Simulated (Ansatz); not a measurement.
## Chalcopyrite CdSnAs₂

Level of theory: r²SCAN+rVV10 (Ansatz, an electronic-structure program, plane waves, PAW).

Numerical settings: plane-wave cutoff 560 eV, 8×8×8 k mesh, Fermi–Dirac smearing 0.01 eV, scalar-relativistic PAW data made under PBE.

Cell: relaxed at this level.

For chalcopyrite CdSnAs₂, the equilibrium volume per atom comes out as 27.97 Å³/atom and the bulk modulus B0 is 57.7 GPa. The band gap comes out as zero (no gap), the equilibrium lattice constant a comes out as 6.114 Å and the c axis length comes out as 11.971 Å. The pressure derivative B′ of the bulk modulus is 4.6.

Measured, for comparison: band gap 0.26 eV (temperature not stated, not corrected to a static lattice, direct or pseudo-direct at Γ; as tabulated in Ghosh et al. (2024), arXiv:2401.16805).

Note: the gap of the solid is closed in this run; the relaxation could not lower the start's symmetry, so the cell can be a saddle point above a distorted one; this level leaves the solid without a gap, although one is measured; the bulk modulus comes from volumes at which shape and atoms were relaxed.

Spin–orbit coupling is not included; it can open a gap where bands touch, and shift volumes and moduli.
